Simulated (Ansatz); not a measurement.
`CBP` + H₂O → `CBO` + PH₃ at 298.15 K and 1 bar (formal hydrolysis of a B–P bond).

Computed with Ansatz on PBE0-D4/def2-TZVP structures; ΔE is electronic, products minus reactants. CBS: MP2 limit from def2 TZ/QZ plus the TZ coupled-cluster correction, frozen cores. This one scheme is used for every species. One conformer a species, not always the lowest.

```
species  CCSD(T)/CBS energy (Eh)  H − E (kJ/mol)  S (J/(mol·K))
  `CBP`               -407.38441           190.6          297.5
    H₂O                -76.37941            66.4          188.7
  `CBO`               -141.08489           182.2          272.4
    PH₃               -342.72256            73.1          210.2
```

H − E and S are ideal-gas, rigid-rotor, harmonic terms from PBE0-D4/def2-TZVP, for one conformer and one mirror image of each species. 1 Eh = 2625.50 kJ/mol, R = 8.31446 J/(mol·K).

Q: By hand: ΔE, ΔH, ΔS and ΔG.

A: ΔE = (-141.08489) + (-342.72256) − (-407.38441) − (-76.37941) = -0.04363 Eh = -114.6 kJ/mol. Δ(H − E) = 182.2 + 73.1 − 190.6 − 66.4 = -1.7, so ΔH = -116.3 kJ/mol. ΔS = 272.4 + 210.2 − 297.5 − 188.7 = -3.6 J/(mol·K). ΔG = -116.3 − 298.15 × (-3.6)/1000 = -115.2 kJ/mol.

Q: By hand: the equilibrium constant, and the temperature at which ΔG would vanish if ΔH and ΔS stayed fixed.

A: log₁₀ K = −ΔG/(RT ln 10) = 20.2. ΔG = 0 at ΔH/ΔS = 32306 K, far beyond where these terms or the molecules hold.

The number of gas molecules stays the same, so ΔS is small and ΔH decides. A doubt of 5 kJ/mol in ΔE shifts log₁₀ K by 0.9 here. Other conformers and mirror images would add mixing entropy, several J/(mol·K) or more a flexible species. These are equilibria of isolated gas molecules and say nothing of rates. Largest T1 diagnostic: 0.015 (customary marks: 0.02 for closed shells, 0.045 for open ones).
